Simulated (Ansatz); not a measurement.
# CH₄O (triplet): wave-function methods side by side at distance C1–H5 along a hydrogen transfer = 1.162 Å, cc-pVDZ

Aim: climb from Hartree-Fock through coupled cluster and multireference methods for CH₄O (triplet) at one geometry and basis, and see what each rung misses.

Program: Ansatz 0.2.0, Gaussian basis. Level of theory: cc-pVDZ, core rule «outside noble gas», up to 2 orbitals frozen. These are calculated values, not measurements.

To be run: UHF; CCSD(T) on ROHF; CCSD(T) on UHF; BCCD(T) on ROHF; CISD; CCSDT(Q) on ROHF; CCSDT(Q) on UHF; CASSCF and MRCISD+Q, 4 electrons in 4 orbitals; CASSCF and NEVPT2, 4 electrons in 4 orbitals.

7 further runs of the same task are left out: 1 for a mislabelled method, 5 that didn't finish, 1 set aside as unsound or not needed.

## 1. What is computed

The geometry derives from fragments relaxed apart (PBE0/def2-TZVP) and kept rigid, so it is no stationary point. A hydrogen atom is moved between rigid fragments.

6 atoms, charge 0, spin multiplicity 3.

Atoms are counted from 1 here; the program's logs count them from 0.

Bond lengths: C1–H2 1.090 Å, C1–H3 1.090 Å, C1–H4 1.090 Å, C1–H5 1.162 Å, H5–O6 1.171 Å. Angles: H2–C1–H3 109.5°, H2–C1–H4 109.5°, H2–C1–H5 109.5°, H3–C1–H4 109.5°, H3–C1–H5 109.5°, H4–C1–H5 109.5°, C1–H5–O6 180.0°.

## 2. UHF

in.yaml reads:

```yaml
crystal:
  periodic: [false, false, false]
  atoms:
    - {symbol: C, position_ang: [-1.167209, 0.000000, 0.000000]}
    - {symbol: H, position_ang: [-1.530415, 1.027301, 0.000000]}
    - {symbol: H, position_ang: [-1.530415, -0.513650, 0.889668]}
    - {symbol: H, position_ang: [-1.530415, -0.513650, -0.889669]}
    - {symbol: H, position_ang: [-0.005209, 0.000000, 0.000000]}
    - {symbol: O, position_ang: [1.165791, 0.000000, 0.000000]}
basis:
  gaussian: {orbitals: cc-pVDZ}
magnetization: {spin_polarized: true, initial_magnetization: 2}
hamiltonian: {xc: hf}
output: {orbitals: {seedname: orbitals}}
```

The run is started by

```sh
$ ansatz run in.yaml --threads 1 --pin off --events-out ev --progress --plain --max-ram 2393MiB
```

Further steps of the session: CCSD(T) on ROHF; CCSD(T) on UHF; BCCD(T) on ROHF; CISD; CCSDT(Q) on ROHF; CCSDT(Q) on UHF; CASSCF and MRCISD+Q, 4 electrons in 4 orbitals; CASSCF and NEVPT2, 4 electrons in 4 orbitals.

Q: Predict the results of all the runs planned. Wanted: UCCSDT(Q) below the RHF energy; RMP2 from UCCSDT(Q); UMP2 from UCCSDT(Q); RCCSD from UCCSDT(Q); RCCSD(T) from UCCSDT(Q); UCCSD(T) from UCCSDT(Q); RCCSDT(Q) from UCCSDT(Q); NEVPT2 pair from UCCSDT(Q); MRCISD+Q pair from UCCSDT(Q).

The runs gave:

| quantity | value |
| --- | --- |
| UCCSDT(Q) below the RHF energy | -9.4021 eV |
| RMP2 from UCCSDT(Q) | +27.71 kcal/mol |
| UMP2 from UCCSDT(Q) | +28.68 kcal/mol |
| RCCSD from UCCSDT(Q) | +4.92 kcal/mol |
| RCCSD(T) from UCCSDT(Q) | +0.71 kcal/mol |
| UCCSD(T) from UCCSDT(Q) | +0.70 kcal/mol |
| RCCSDT(Q) from UCCSDT(Q) | +0.03 kcal/mol |
| NEVPT2 pair from UCCSDT(Q) | +27.14 kcal/mol |
| MRCISD+Q pair from UCCSDT(Q) | +2.33 kcal/mol |
| levels within 1 kcal/mol (43 meV) | RCCSD(T), UCCSD(T), BCCD(T), RCCSDT, UCCSDT, RCCSDT(Q) |
| T1 diagnostic | 0.024 |

In words: RCCSD(T) misses by +0.71 kcal/mol, 0.3 % of the correlation energy. Of the multireference levels listed MRCISD+Q pair comes nearest in total energy (+2.33 kcal/mol), which doesn't show that its space is the better one. These misses are within one basis, not against nature; the frozen cores of restricted and unrestricted runs differ, which can shift their rows.
